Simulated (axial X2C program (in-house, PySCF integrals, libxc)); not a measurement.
AlCl: cheaper levels and CCSD(T), with spin–orbit coupling

Computed with an in-house relativistic program for diatomic molecules. Two-component (2c) means X2C with spin–orbit coupling and atomic mean-field two-electron Coulomb and Gaunt terms. Basis: Cl dyall-av3z [9s8p3d2f], Al dyall-v3z [8s8p2d1f] (cores contracted in-house); Gaussian nuclei, density fitting, unrestricted open shells. Masses: Cl 34.969 u, Al 26.982 u.

State: Ω = 0 (closed shell); fragments Cl + Al.

```
level  Re (Å)  ωe (cm⁻¹)  De (eV)
 PBE0   2.155      468.9     5.10
   HF   2.156      472.9     3.90
  MP2   2.156      474.8     5.25
 CCSD   2.156      475.0     4.94
 BLYP   2.191      435.5     5.01
```

Correlated methods: 10 electrons correlated (number of frozen shells: Cl 2 s, 1 p; Al 2 s, 1 p), 168 virtual spin orbitals or spinors in MP2, 90 natural virtuals in coupled cluster.

CCSD(T), same Hamiltonian and basis:

Re = 2.159 Å, ωe = 473.0 cm⁻¹, De = 5.05 eV; T1 = 0.010 (Lee–Taylor normalisation).

Problem. Give the differences from CCSD(T) in the columns below.

Solution. 

```csv
level,ΔRe (Å),Δωe (cm⁻¹),ΔDe (eV)
PBE0,-0.004,-4,0.05
HF,-0.003,0,-1.15
MP2,-0.003,2,0.20
CCSD,-0.003,2,-0.11
BLYP,0.032,-38,-0.04
```

The state is a single determinant with fixed occupations, the lowest that a limited PBE0 search found. The closed shell is kept restricted, so the energy runs too high when the bond is stretched far. De is counted from the lowest determinant-based energies of the atoms at the same level, without counterpoise correction. CCSD and (T) use frozen natural virtuals with an MP2 correction for the truncation; (T) itself is uncorrected, so its De runs slightly low. In 2c an atomic determinant is not the ground J level, so De misses part of the atomic spin–orbit lowering. This holds for PBE0, BLYP. The functionals have no current-density term, which raises determinants with orbital currents, atoms included.
